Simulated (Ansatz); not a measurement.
**A ladder of methods for BH5S (B(H2S)H3)**

BH5S: 7 atoms, total charge 0, spin state singlet. As SMILES, `[H]B([H])([H])<-S`. Geometry: relaxed at GFN2-xTB.

| atom | x (Å) | y (Å) | z (Å) |
| --- | --- | --- | --- |
| B | 0.1276 | -0.2172 | -0.8171 |
| S | 0.1341 | -0.2313 | 1.2224 |
| H | 0.5062 | 1.0375 | 1.4150 |
| H | -1.1544 | 0.0677 | 1.4148 |
| H | 1.2802 | -0.2170 | -1.0756 |
| H | -0.4530 | 0.7796 | -1.0818 |
| H | -0.4407 | -1.2192 | -1.0778 |

Each level gives the vertical electron affinity (to the doublet anion) (eV). The values are calculated.

The electron affinity is E(neutral) − E(anion): positive where the electron is bound.

```
          level                    kind  program  value (eV)  less FCI/STO-3G  CPU time (all runs)
      HF/STO-3G            Hartree–Fock   Ansatz       -9.46            +0.18                0.2 s
    PBE0/STO-3G           global hybrid   Ansatz       -8.18            +1.46                3.1 s
 r2SCAN0/STO-3G         hybrid meta-GGA   Ansatz       -8.17            +1.47                8.2 s
   wB97X/STO-3G  range-separated hybrid   Ansatz       -8.23            +1.41                 15 s
  B2PLYP/STO-3G           double hybrid   Ansatz       -8.65            +0.99                3.9 s
     MP2/STO-3G     perturbation theory   Ansatz       -9.66            -0.02               0.21 s
CCSDT(Q)/STO-3G   coupled cluster or CI   Ansatz       -9.64             0.00                1.3 s
   CCSDT/STO-3G   coupled cluster or CI   Ansatz       -9.64             0.00               0.99 s
     FCI/STO-3G      exact in the basis   Ansatz       -9.64             0.00                 32 s
```

FCI/STO-3G is exact within its basis and frozen core, so for wave-function methods in that basis the difference is their error; functionals converge differently with the basis, so for them it is only a difference. The values span -9.66 to -8.17 eV. All rows use very small basis sets, so even the best lies far from the true value. Negative values mean that the anion is unbound at that level; they are set by how diffuse the basis is and aren't properties of the molecule. Times are those of the runs behind each value, whatever else they computed, on shared processors of several kinds: orders of magnitude only.
